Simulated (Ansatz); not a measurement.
Results of PBE0 in Ansatz (PAW) for BaAg₂GeS₄ (I-42m, No. 121).

Settings: plane-wave cutoff 460 eV, 6×6×6 k mesh, Fermi–Dirac smearing 0.01 eV, no spin polarisation, scalar-relativistic PAW data made under PBE.

Cell (measured lattice):

```
Ag2BaGeS4
1.0
   -3.41400     3.41400     4.00850
    3.41400    -3.41400     4.00850
    3.41400     3.41400    -4.00850
Ge Ag S Ba
1 2 4 1
Direct
  0.50000   0.50000   0.00000
  0.75000   0.25000   0.50000
  0.25000   0.75000   0.50000
  0.53230   0.53230   0.37660
  0.46770   0.84430   0.00000
  0.15570   0.15570   0.62340
  0.84430   0.46770   0.00000
  0.00000   0.00000   0.00000
```

Q: Estimate the band gap, smallest direct gap on the k points sampled and Γ–Γ gap that the calculation returns.

A: 
* **band gap**: 2.32 eV (on the SCF k mesh)
* **smallest direct gap on the k points sampled**: 2.83 eV
* **Γ–Γ gap**: 3.50 eV

Note: cell and atoms aren't relaxed at this level (pressure 1.1 GPa).

Spin–orbit coupling is not included.

The computed numbers hold no vibrational or temperature effects.

Cost on a shared machine: roughly 22 core-minutes.

Ansatz is a quantum-chemistry and plane-wave program.
